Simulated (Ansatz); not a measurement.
A made-up structure of HS2O, doublet:

O1  (-1.587, -0.289, 1.060)
S2  (-0.595, 0.781, 0.636)
S3  (1.157, 0.400, -0.635)
H4  (1.025, -0.893, -1.062)
(Å)

It is relaxed with PBE-D4/def2-SVP and then PBE0-D4/def2-TZVP (Ansatz 0.2.0). Atoms count as bonded within 1.22 times the sum of their covalent radii (H–H: 0.88 Å). The end point is not checked to be a true minimum.

(1) Does its bonding change? (Judge from chemistry; the calculation decides.)

## Answers

(1) The calculation gives: No: no bond forms or breaks.

Where it ends: The first stage lowers the energy by 0.19 eV in 10 steps. It ends as HS₂O ([O][S][SH]):
| atom | x (Å) | y (Å) | z (Å) |
| --- | --- | --- | --- |
| O1 | -1.2765 | -0.3315 | 1.1330 |
| S2 | -0.6958 | 0.7810 | 0.3525 |
| S3 | 1.2015 | 0.2719 | -0.3425 |
| H4 | 0.7708 | -0.7215 | -1.1430 |

Labels in which every atom is bracketed show which atoms are joined, not bond orders.

For scale, one of the runs: PBE0-D4/def2-TZVP relaxation, 111 basis functions, launched by `ansatz run in.yaml --threads 2 --pin off --events-out ev --progress --plain --max-ram 4352MiB`. Hardware: 2 CPU threads of an Arm Neoverse V2, shared host. Wall time about 19 s.
